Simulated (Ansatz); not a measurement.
`C[SiH2]C` → `C[SiH3]` + `[CH2]` (triplet) at 600 K and 1 bar (formal loss of a carbene).

Isolated molecules relaxed with PBE0-D4/def2-TZVP in Ansatz; ΔE leaves out vibrations. CCSD(T)/CBS is the MP2 limit (def2-TZVPP, def2-QZVPP) plus CCSD(T) − MP2 in def2-TZVPP, frozen cores. This one scheme is used for every species. Triplets are unrestricted, without spin–orbit coupling.

```json
{"species": "`C[SiH2]C`", "CCSD(T)/CBS energy (Eh)": "-370.01595", "H − E (kJ/mol)": "290.4", "S (J/(mol·K))": "379.7"}
{"species": "`C[SiH3]`", "CCSD(T)/CBS energy (Eh)": "-330.73916", "H − E (kJ/mol)": "199.7", "S (J/(mol·K))": "315.0"}
{"species": "`[CH2]` (triplet)", "CCSD(T)/CBS energy (Eh)": "-39.09499", "H − E (kJ/mol)": "66.5", "S (J/(mol·K))": "220.8"}
```

H − E and S are ideal-gas, rigid-rotor, harmonic terms from PBE0-D4/def2-TZVP, with the whole ground term of open shells counted as degenerate. 1 Eh = 2625.50 kJ/mol, R = 8.31446 J/(mol·K).

**Question.** By hand: ΔE, ΔH, ΔS and ΔG.

**Answer.** ΔE = (-330.73916) + (-39.09499) − (-370.01595) = 0.18180 Eh = 477.3 kJ/mol. Δ(H − E) = 199.7 + 66.5 − 290.4 = -24.2, so ΔH = 453.1 kJ/mol. ΔS = 315.0 + 220.8 − 379.7 = 156.1 J/(mol·K). ΔG = 453.1 − 600 × (156.1)/1000 = 359.4 kJ/mol.

**Question.** By hand: the equilibrium constant, and the temperature at which ΔG would vanish if ΔH and ΔS stayed fixed.

**Answer.** log₁₀ K = −ΔG/(RT ln 10) = -31.3. ΔG = 0 at ΔH/ΔS = 2903 K, far beyond where these terms or the molecules hold.

The number of gas molecules changes by +1, which sets the sign of ΔS. A doubt of 5 kJ/mol in ΔE shifts log₁₀ K by 0.4 here. A triplet takes part, so the spin changes. These are equilibria of isolated gas molecules and say nothing of rates. Largest T1 diagnostic: 0.011 (customary marks: 0.02 for closed shells, 0.045 for open ones).
